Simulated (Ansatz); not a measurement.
# CHAlO (triplet): the correlation ladder at a displaced geometry (v2), cc-pVDZ

The task here is to estimate one member of a computed series from the others.

Method: cc-pVDZ, core rule «outside noble gas», up to 7 orbitals frozen; program: Ansatz 0.2.0, Gaussian basis.

The runs, in order: UHF; CCSD(T) on ROHF; CCSD(T) on UHF; BCCD(T) on ROHF; CISD; CCSDT(Q) on ROHF; CCSDT(Q) on UHF.

22 further runs of the same task are left out: 4 that didn't finish, 18 set aside as unsound or not needed.

## What is computed

The geometry is a PBE0/def2-TZVP stationary point (not a proven minimum) with its atoms shifted at random (size 0.100 Å).

4 atoms, charge 0, spin multiplicity 3.

Atoms are counted from 1 here; the program's logs count them from 0.

Bond lengths: Al1–C2 1.922 Å, Al1–H4 1.525 Å, C2–O3 1.162 Å. Angles: C2–Al1–H4 115.8°, Al1–C2–O3 166.8°.

The first run:

in.yaml reads:

```yaml
crystal:
  periodic: [false, false, false]
  atoms:
    - {symbol: Al, position_ang: [0.060669, -0.099643, 1.268646]}
    - {symbol: C, position_ang: [-0.104205, 0.098540, -0.635959]}
    - {symbol: O, position_ang: [-0.027585, 0.018708, -1.792663]}
    - {symbol: H, position_ang: [0.055524, 1.196183, 2.073367]}
basis:
  gaussian: {orbitals: cc-pVDZ}
magnetization: {spin_polarized: true, initial_magnetization: 2}
hamiltonian: {xc: hf}
output: {orbitals: {seedname: orbitals}}
```

Run with:

```console
> ansatz run in.yaml --threads 1 --pin off --events-out ev --progress --plain --max-ram 2393MiB
```

Among the steps run: UHF; CCSD(T) on ROHF; CCSD(T) on UHF; BCCD(T) on ROHF; CISD; CCSDT(Q) on ROHF; CCSDT(Q) on UHF.

One table of the session follows, with a row left open; its other results are not shown here.

```
   method  from UCCSDT(Q) (kcal/mol)
     ROHF                    +237.83
      UHF                    +235.91
     RMP2                     +21.02
     UMP2                     +21.95
     CISD                     +31.86
    RCCSD                     +10.54
    UCCSD                     +10.44
 RCCSD(T)                      +1.64
 UCCSD(T)                      +1.68
  BCCD(T)                          ?
   RCCSDT                      +0.95
   UCCSDT                      +0.94
RCCSDT(Q)                      +0.15
UCCSDT(Q)                          0
```

Estimate the missing values for BCCD(T).

The run gave: from UCCSDT(Q) (kcal/mol): +1.59. In the column «from UCCSDT(Q) (kcal/mol)» it lies between RCCSDT (+0.95) and RCCSD(T) (+1.64).

To keep in mind: Restricted and unrestricted rows rest on different reference determinants; where their highest levels disagree by more than a few hundredths of an eV, they describe different states and don't form one ladder.
